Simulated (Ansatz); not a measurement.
Relative stability

The two ends of one reaction step of CH₈SSi, closed shell (PBE0-D4/def2-TZVP).

A:

Si1  (-1.099, 0.487, 0.022)
C2  (-0.582, -1.086, 0.885)
H3  (-0.898, 0.381, -1.450)
H4  (-2.537, 0.784, 0.265)
H5  (-0.305, 1.650, 0.507)
H6  (2.281, 1.392, -0.423)
S7  (2.735, 0.269, -1.001)
H8  (-0.730, -1.003, 1.964)
H9  (0.474, -1.289, 0.695)
H10  (-1.167, -1.936, 0.526)
H11  (1.829, 0.351, -1.988)
(Å)

B:

```xyz
11
angstrom
Si -0.5755 1.7762 -0.9246
C 0.1804 -1.7686 1.2013
H -1.3778 1.3400 -2.0955
H -1.1219 1.1345 0.2973
H -0.6355 3.2515 -0.7916
H 0.8484 -0.9080 1.1754
S 1.4992 1.3349 -1.1893
H -0.6406 -1.5681 1.8889
H 0.7301 -2.6474 1.5371
H -0.2228 -1.9537 0.2052
H 1.3162 0.0088 -1.3042
```

Program: Ansatz 0.2.0. Basis: def2-TZVPP. Cores are frozen in the correlated methods. B3LYP uses VWN-RPA correlation.

(1) Which structure is lower at CCSD(T), and by how much? (To be estimated.)

T1 diagnostic: at most 0.010.

Results:

(1) By the calculation: B, by 0.580 eV (electronic energy, against the other). By their contacts, A is a complex of CH₆Si ([CH3][SiH3]) + H₂S and B is a complex of SiH₄S ([SiH3][SH]) + CH₄.

All methods give the same order:

```tsv
method	E(B) − E(A) (eV)
SPW92	-0.536
PBE-D4	-0.608
BLYP-D4	-0.599
r2SCAN-D4	-0.628
B97M-V	-0.608
PBE0-D4	-0.612
B3LYP-D4	-0.603
r2SCAN0-D4	-0.626
BHLYP-D4	-0.613
CAM-B3LYP-D4	-0.575
wB97X-V	-0.588
wB97M-V	-0.578
B2PLYP	-0.616
PBE-QIDH	-0.621
RPA on PBE	-0.556
HF	-0.641
MP2	-0.617
CCSD	-0.577
CCSD(T)	-0.580
```

Labels in which every atom is bracketed show which atoms are joined, not bond orders.

For scale, one of the runs: CCSD(T)/def2-TZVPP, 227 basis functions, launched by `ansatz run in.yaml --threads 4 --pin off --events-out ev --progress --plain --max-ram 9574MiB`. Time: 24 s of wall clock on 4 CPU threads of an Intel Xeon Platinum 8488C; the host was shared. Peak host memory: 3.5 GiB.
